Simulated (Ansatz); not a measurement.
## hcp Re

These are PBEsol (plane waves, PAW; Ansatz, a first-principles code) values and carry that method's errors.

Run with plane-wave cutoff 500 eV, 20×12×1 k mesh (along the axes of the cell as run), Fermi–Dirac smearing 0.1 eV, scalar-relativistic PAW data made under PBE.

Cell: relaxed at this level.

- surface energy of the (10-10) face = 3.30 J/m²
- work function of the (10-10) face = 4.80 eV

The slab of 12 atoms is relaxed and unreconstructed.

Spin–orbit coupling is not included.

Computed values are for the static lattice.
